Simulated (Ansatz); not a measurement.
Molecular dynamics of CH$_{5}$BO

The input (input.yaml):

```yaml
crystal:
  periodic: [false, false, false]
  atoms:
    - { symbol: B, position_ang: [0.018053, -0.220056, -0.083859] }
    - { symbol: H, position_ang: [-0.029177, -0.510048, 1.09585] }
    - { symbol: C, position_ang: [1.383122, 0.018926, -0.814655] }
    - { symbol: H, position_ang: [2.02362, -0.879747, -0.733868] }
    - { symbol: H, position_ang: [1.272523, 0.2773, -1.880099] }
    - { symbol: H, position_ang: [1.950874, 0.825127, -0.312682] }
    - { symbol: O, position_ang: [-1.140763, -0.095385, -0.788928] }
    - { symbol: H, position_ang: [-1.925052, -0.262917, -0.249059] }
basis:
  gaussian: { orbitals: cc-pVDZ }
hamiltonian:
  xc: b3lyp
md:
  timestep: 4.0
  n_steps: 40
  ensemble: nvt_langevin
  temperature: 100.0
  initial_velocities: maxwell_boltzmann
  seed: 398914
  friction: 0.005
```

Launched with:

```bash
$ ansatz run input.yaml --threads 1 --pin off --max-ram 2048MiB --backend cpu --events-out ev --progress --plain --runs-dir out
```

It starts from a relaxed structure.

Output, in part (one step line in 2, the closing report, with atoms numbered from 0):

```
md step     0: t =     0.00 fs  T =    87.5 K  F+E_penalty+E_count = -3843.63890039 eV  E_kin = 0.090482 eV  (23 SCF iters)
md step     2: t =     8.00 fs  T =   333.8 K  F+E_penalty+E_count = -3840.74951687 eV  E_kin = 0.345168 eV  (29 SCF iters)
md step     4: t =    16.00 fs  T =  8480.5 K  F+E_penalty+E_count = -3830.31026785 eV  E_kin = 8.769552 eV  (37 SCF iters)
md step     6: t =    24.00 fs  T = 41530.6 K  F+E_penalty+E_count = -3830.57322188 eV  E_kin = 42.945921 eV  (35 SCF iters)
md step     8: t =    32.00 fs  T = 898089083.1 K  F+E_penalty+E_count = -3816.79364394 eV  E_kin = 928695.951364 eV  (865 SCF iters)
md step    10: t =    40.00 fs  T = 829068566.2 K  F+E_penalty+E_count = -3813.85264212 eV  E_kin = 857323.215854 eV  (307 SCF iters)
md step    12: t =    48.00 fs  T = 765313450.8 K  F+E_penalty+E_count = -3809.27458573 eV  E_kin = 791395.326617 eV  (339 SCF iters)
md step    14: t =    56.00 fs  T = 706495948.6 K  F+E_penalty+E_count = -3809.66672919 eV  E_kin = 730573.324542 eV  (434 SCF iters)
md step    16: t =    64.00 fs  T = 652202599.5 K  F+E_penalty+E_count = -3807.56812704 eV  E_kin = 674429.658509 eV  (454 SCF iters)
md step    18: t =    72.00 fs  T = 602054154.5 K  F+E_penalty+E_count = -3807.40861247 eV  E_kin = 622572.154911 eV  (490 SCF iters)
md step    20: t =    80.00 fs  T = 555762722.1 K  F+E_penalty+E_count = -3809.72938814 eV  E_kin = 574703.110934 eV  (451 SCF iters)
md step    22: t =    88.00 fs  T = 512999555.9 K  F+E_penalty+E_count = -3809.01758088 eV  E_kin = 530482.576424 eV  (453 SCF iters)
md step    24: t =    96.00 fs  T = 473524898.7 K  F+E_penalty+E_count = -3807.75817288 eV  E_kin = 489662.623172 eV  (493 SCF iters)
md step    26: t =   104.00 fs  T = 437157837.1 K  F+E_penalty+E_count = -3809.74564181 eV  E_kin = 452056.172436 eV  (463 SCF iters)
md step    28: t =   112.00 fs  T = 403530986.7 K  F+E_penalty+E_count = -3809.24430355 eV  E_kin = 417283.319285 eV  (446 SCF iters)
md step    30: t =   120.00 fs  T = 372514356.3 K  F+E_penalty+E_count = -3808.15739657 eV  E_kin = 385209.642424 eV  (435 SCF iters)
md step    32: t =   128.00 fs  T = 343907518.6 K  F+E_penalty+E_count = -3809.81041109 eV  E_kin = 355627.883867 eV  (343 SCF iters)
md step    34: t =   136.00 fs  T = 317462891.5 K  F+E_penalty+E_count = -3809.02938087 eV  E_kin = 328282.024130 eV  (494 SCF iters)
md step    36: t =   144.00 fs  T = 292994296.3 K  F+E_penalty+E_count = -3808.98735090 eV  E_kin = 302979.539410 eV  (398 SCF iters)
md step    38: t =   152.00 fs  T = 270444962.9 K  F+E_penalty+E_count = -3809.74632727 eV  E_kin = 279661.724963 eV  (426 SCF iters)
md step    40: t =   160.00 fs  T = 249647344.6 K  F+E_penalty+E_count = -3808.59908759 eV  E_kin = 258155.323952 eV  (1865 SCF iters)
Total energy: -3808.60008493 eV, -139.9634715592 hartree
Atom 0 at     4.101704    -0.285806    -5.860025 Å, force    -6.811410    -1.858593     5.410797 eV/Å
Atom 1 at   -31.823797    -4.776252    32.466185 Å, force     0.000104     0.000043    -0.000061 eV/Å
Atom 2 at  -839.101834  -635.873794   113.714005 Å, force     0.000000    -0.000000     0.000001 eV/Å
Atom 3 at    66.204182    42.610461     3.895751 Å, force    -0.000099    -0.000050     0.000015 eV/Å
Atom 4 at    -0.881048     8.968837   -32.300223 Å, force     0.000289    -0.000514     0.001496 eV/Å
Atom 5 at 10022.531089  7558.096425 -1348.884109 Å, force     0.000000    -0.000000     0.000000 eV/Å
Atom 6 at     3.006979    -0.584636    -4.990118 Å, force     6.811110     1.859115    -5.412243 eV/Å
Atom 7 at  -146.093582   -16.872618   103.246362 Å, force     0.000006     0.000001    -0.000004 eV/Å
Dipole moment:   -22.985202   -16.511133     4.114323 e Å
```

The run went to its last step. The temperature shot up to 9e+08 K, far beyond the bath's, so the integration failed: the time step of 4 fs is too long for the fastest motions that this run met, and the later frames carry no physical meaning.

Parted: B1–H2 1.22 → 52.72 Å, B1–C3 1.57 → 1062.67 Å, C3–H4 1.11 → 1136.65 Å, C3–H5 1.10 → 1067.59 Å, C3–H6 1.11 → 13684.13 Å, O7–H8 0.97 → 184.96 Å. It ends as BO + C + H + H + H + H + H. Pairs count as bonded within 1.25 times the sum of covalent radii (0.12 Å more for H–H).

Last frame:

```xyz
8
Properties=species:S:1:pos:R:3
B 4.102 -0.286 -5.860
H -31.824 -4.776 32.466
C -839.102 -635.874 113.714
H 66.204 42.611 3.896
H -0.881 8.969 -32.300
H 10022.531 7558.096 -1348.884
O 3.007 -0.585 -4.990
H -146.094 -16.873 103.246
```

Time of the run: 4.5 min on 1 thread of Arm Neoverse V2, with other jobs on the host, peak memory 0.14 GiB.
